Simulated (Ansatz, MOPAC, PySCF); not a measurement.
Gas-phase reaction in SMILES: C=C (C2H4) [ethene] → [CH]=C (C2H3) + H atom (the C-H bond breaks)

Wanted: bond dissociation energy (enthalpy at 298 K), in kcal/mol. Terms: six Cartesian d functions in 6-31G* and its kin unless marked 5d; UHF or UKS for open shells; no dispersion term unless named; PM7 with its own dispersion and hydrogen-bond terms; non-relativistic; no spin-orbit coupling. Ab initio and DFT rows: single points at B3LYP-D3(BJ) geometries (Ansatz, a program for electronic structure), with unscaled harmonic terms from B3LYP/6-31G* at its own minima. Semi-empirical rows: MOPAC heats of formation at their own minima for 298 K.

```json
[
 {"species": "C=C (C2H4)", "coefficient": "-1", "E at PBE/6-31G* (Ansatz), Eh": "-78.46545", "E at M06-2X/def2-TZVPD (PySCF), Eh": "-78.57219", "H(298 K) - E, kcal/mol": "34.64", "heat of formation at PM7 (MOPAC), kcal/mol": "13.85"},
 {"species": "[CH]=C (C2H3)", "coefficient": "+1", "E at PBE/6-31G* (Ansatz), Eh": "-77.78492", "E at M06-2X/def2-TZVPD (PySCF), Eh": "-77.88856", "H(298 K) - E, kcal/mol": "25.58", "heat of formation at PM7 (MOPAC), kcal/mol": "57.35"},
 {"species": "H atom", "coefficient": "+1", "E at PBE/6-31G* (Ansatz), Eh": "-0.49743", "E at M06-2X/def2-TZVPD (PySCF), Eh": "-0.49815", "H(298 K) - E, kcal/mol": "1.48", "heat of formation at PM7 (MOPAC), kcal/mol": "52.10"}
]
```

Measured values: Active Thermochemical Tables 1.112 (ions: stationary electron), as tabulated in the package chemicals; G2/97 table in ASE (Curtiss et al.); they hold spin-orbit and core effects, anharmonicity.  Value to compare with, the measured value: 111.1 kcal/mol. 1 Eh = 627.5095 kcal/mol.

Q: Compute it at each level from the table, and compare with the measured value.

A: 
- PBE/6-31G*: the sum of coefficient times E is 0.18310 Eh, or 114.90 kcal/mol; the thermal terms add -7.58. Result: 107.3 kcal/mol. Its error against the measured value is -3.8 kcal/mol.
- M06-2X/def2-TZVPD: the sum of coefficient times E is 0.18548 Eh, or 116.39 kcal/mol; the thermal terms add -7.58. Result: 108.8 kcal/mol. Its error against the measured value is -2.3 kcal/mol.
- PM7: the sum of coefficient times heat of formation is 95.60 kcal/mol; it needs no thermal term. Its error against the measured value is -15.5 kcal/mol.
